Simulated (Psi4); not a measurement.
# SCAN/def2-SVP (density fitting with def2-universal-jkfit, sweep point 3) run of Si3H8 (trisilane)

We compute the energy of Si3H8 (trisilane). 

The results are computed with Psi4 1.11.

3 further runs of the same task are left out: 1 that didn't finish, 2 set aside as unsound or not needed.

## (1) The molecule

The species is Si3H8 (11 atoms), meant as a singlet with charge 0. SMILES: `[SiH3][SiH2][SiH3]`. The shape is that of a PBE0-D4/def2-TZVP optimisation.

Bond lengths: Si1–Si2 2.338 Å, Si2–Si3 2.338 Å, Si1–H4 1.488 Å, Si1–H5 1.488 Å, Si1–H6 1.488 Å, Si2–H7 1.490 Å, Si2–H8 1.490 Å, Si3–H9 1.488 Å, Si3–H10 1.488 Å, Si3–H11 1.488 Å. Some angles: Si1–Si2–Si3 110.4°, Si1–Si2–H7 109.6°, Si1–Si2–H8 109.6°, Si3–Si2–H7 109.6°, Si3–Si2–H8 109.6°, Si2–Si1–H4 111.2°, Si2–Si1–H5 109.8°, Si2–Si1–H6 109.8°, Si2–Si3–H9 109.8°, Si2–Si3–H10 109.8°.

## (2) A single-point energy at SCAN/def2-SVP (density fitting with def2-universal-jkfit, sweep point 3)

File job.dat:

```
memory 1.6 GB

molecule mol {
  0 1
  Si    -1.292570     1.366730    -0.525270
  Si    -0.462570    -0.807300    -0.296320
  Si     1.631930    -0.774400     0.742750
  H     -2.625850     1.367720    -1.185120
  H     -0.354030     2.180440    -1.344070
  H     -1.422540     2.000090     0.814640
  H     -0.343400    -1.440160    -1.640160
  H     -1.410380    -1.620800     0.516390
  H      1.515950    -0.154940     2.090430
  H      2.583820     0.031780    -0.068050
  H      2.179610    -2.149160     0.894770
  symmetry c1
}

set basis def2-SVP
set reference rks
set puream true
set scf_type df
set dft_radial_points 99
set dft_spherical_points 590
set df_basis_scf def2-universal-jkfit

e, wfn = energy('scan', return_wfn=True)
```

Run with:

```sh
$ psi4 -n 1 job.dat job.out
```

job.out:

```text
[...]
  Running in c1 symmetry.
[...]
  Nuclear repulsion =  193.117837117706443
[...]
  Multiplicity = 1
[...]
  Nalpha       = 25
  Nbeta        = 25
[...]
    Number of basis functions: 94
[...]
   @DF-RKS iter   1:  -872.95461033309903   -4.49531e-01   3.18597e-03 DIIS/ADIIS
[...]
   @DF-RKS iter   7:  -873.03273701948046   -5.59427e-08   6.12933e-07 DIIS
[...]
    Orbital Energies [Eh]
    ---------------------
    Doubly Occupied:
       1A    -65.839590     2A    -65.839551     3A    -65.836227
       4A     -5.212245     5A     -5.212231     6A     -5.209697
       7A     -3.557022     8A     -3.556991     9A     -3.556766
      10A     -3.556762    11A     -3.556758    12A     -3.556742
      13A     -3.554324    14A     -3.554198    15A     -3.554097
      16A     -0.548368    17A     -0.505352    18A     -0.457272
      19A     -0.349440    20A     -0.338529    21A     -0.327817
      22A     -0.326967    23A     -0.314012    24A     -0.290207
      25A     -0.269118
[...]
  @DF-RKS Final Energy:  -873.03273701948046
   => Energetics <=
    Nuclear Repulsion Energy =            193.1178371177064435
    One-Electron Energy =               -1592.7360293046745028
    Two-Electron Energy =                 592.2949272932423810
    DFT Exchange-Correlation Energy =     -65.7094721257547150
    Empirical Dispersion Energy =           0.0000000000000000
    VV10 Nonlocal Energy =                  0.0000000000000000
    Total Energy =                       -873.0327370194804644
[...]
 Multipole Moments:
 ------------------------------------------------------------------------------------
     Multipole            Electronic (a.u.)      Nuclear  (a.u.)        Total (a.u.)
 ------------------------------------------------------------------------------------
 L = 1.  Multiply by 2.5417464519 to convert [e a0] to [Debye]
 Dipole X            :         -0.3970473            0.3860525           -0.0109948
 Dipole Y            :         -0.6927653            0.6736078           -0.0191575
 Dipole Z            :         -0.2540500            0.2470364           -0.0070136
 Magnitude           :                                                    0.0231751
[...]
```

Wall time 39 s (1 thread of Intel Xeon at 2.70GHz, shared host); peak memory 1.3 GiB.

## (3) Outcome

Level: SCAN/def2-SVP (density fitting with def2-universal-jkfit, sweep point 3).

```
     quantity          value
 total energy  -873.03274 Eh
dipole moment         0.06 D
  HOMO energy       -7.32 eV
  LUMO energy       -0.68 eV
HOMO–LUMO gap        6.64 eV
```
